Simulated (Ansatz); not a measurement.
Ansatz (an electronic-structure program) input (B3LYP/STO-3G):

Ansatz 0.2 input:
```yaml
crystal:
  periodic: [false, false, false]
  atoms:
    - {symbol: C, position_ang: [-0.01056978, 0.49778310, 0.42770843]}
    - {symbol: F, position_ang: [0.01210757, -0.48553006, -0.48251610]}
    - {symbol: H, position_ang: [-0.98026178, 0.69384468, 0.86184822]}
    - {symbol: H, position_ang: [0.93471233, 0.68922727, 0.91454611]}
basis:
  gaussian:
    orbitals: STO-3G
hamiltonian:
  xc: {name: B3LYP}
magnetization: {spin_polarized: true, initial_magnetization: 1}
output: {forces: true}
```

Output:

```
Functional definition: B3LYP
integrals: 0.00 GiB planned
165 factors; integrals over basis functions are off by at most 1.6e-5 eV
mean field: 0.06 GiB planned
mean field evaluation 1: about -3731.4020 eV, gradient 3.7e0 eV
mean field evaluation 2: about -3731.5255 eV, gradient 1.1e0 eV
mean field evaluation 4: about -3731.5353 eV, gradient 2.9e-1 eV
mean field evaluation 8: about -3731.5165 eV, gradient 7.2e-4 eV
mean field -3731.51650617 eV, -137.1307022891 hartree, gradient 1.7e-5 eV, S^2 0.752085; 0 other end points of the search recorded, 0 dependent functions left out
the calculation of the forces begins
reference -3731.51660864 eV, -137.1307060546 hartree; 9, 8 occupied and 3, 4 virtual orbitals, 165 factors
Total energy: -3731.51660864 eV, -137.1307060546 hartree
Atom 0 at    -0.010570     0.497783     0.427708 Å, force     0.013286     0.279884    -0.458284 eV/Å
Atom 1 at     0.012108    -0.485530    -0.482516 Å, force     0.025649    -1.037226    -1.022934 eV/Å
Atom 2 at    -0.980262     0.693845     0.861848 Å, force    -0.685860     0.380278     0.722271 eV/Å
Atom 3 at     0.934712     0.689227     0.914546 Å, force     0.646925     0.377064     0.758948 eV/Å
Dipole moment:    -0.002507     0.011058     0.092081 e Å
```

The geometry given is a B3LYP-D3(BJ)/def2-TZVP minimum.
